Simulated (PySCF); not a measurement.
Broadened absorption spectrum of C4H6FP

Compound: C₄H₆FP.
InChI=1S/C4H6FP/c5-4-1-2-6-3-4/h3,6H,1-2H2

Level of theory: TDDFT PBE0/def2-SVPD, vertical, gas phase, core orbitals frozen in the response in PySCF 2.14.0, density-fitted response routines. One conformer (not necessarily the lowest) at the GFN2-xTB geometry, without solvent, vibrations or thermal averaging.

Broadening: Gaussians 0.4 eV wide at half height, area fixed by f = 4.319×10⁻⁹ ∫ε dν̃. The width is an assumption, not a result. The curve ends short of the highest state used, and states not computed would add to its high-energy end.

λ (nm), ε (L mol⁻¹ cm⁻¹) and a bar:
```
    180.3       6887 ##############################
    183.2       6246 ###########################
    186.1       4223 ##################
    189.0       2273 ##########
    191.9       1432 ######
    194.8       1556 #######
    197.7       2004 #########
    200.6       2308 ##########
    203.5       2354 ##########
    206.4       2266 ##########
    209.3       2290 ##########
    212.2       2654 ############
    215.1       3338 ###############
    218.0       3986 #################
    220.9       4157 ##################
    223.8       3683 ################
    226.7       2767 ############
    229.6       1777 ########
    232.5        985 ####
    235.4        476 ##
    238.3        203 #
    241.2         77 
    244.1         26 
    247.0          8
```

Question: Locate the maxima and give the states behind the curve.

Answer: 220 nm (5.63 eV), ε about 4200, made up of S1 (97%); 203 nm (6.12 eV), ε about 2400, made up of S2 (47%) and S3 (51%) (hardly more than a shoulder); 181 nm (6.86 eV), ε about 6900, made up of S4 (85%) and S5 (14%) (ε in L mol⁻¹ cm⁻¹; maxima over ε = 5, shares over 10%). The states used: S1 5.62 eV (f 0.060); S2 6.01 eV (f 0.021); S3 6.25 eV (f 0.023); S4 6.81 eV (f 0.090); S5 7.11 eV (f 0.042); S6 7.25 eV (f 0.0098); S7 7.33 eV (f 0.017); S8 7.48 eV (f 0.034).

Question: What would ε be at 6.86 eV, the highest of these maxima, with half the width (0.2 eV)?

Answer: About 10600 L mol⁻¹ cm⁻¹ against 6900, a factor of about 1.5; a lone state at its own centre would give exactly 2.

Question: On this curve, what absorbance would a 10⁻⁴ mol/L sample give at 222 nm over a 1 cm path?

Answer: 222 nm is 5.585 eV, where ε is about 4000 L mol⁻¹ cm⁻¹, so A = ε c l ≈ 0.4 (Beer–Lambert, with the gas-phase spectrum and the assumed width).

Question: Coming from long wavelengths, where does ε first pass 100 L mol⁻¹ cm⁻¹?

Answer: At about 240 nm (5.16 eV), 0.46 eV below S1.

The run took about 60 s of CPU time (grids of density and orbitals included) (one thread, shared machine).
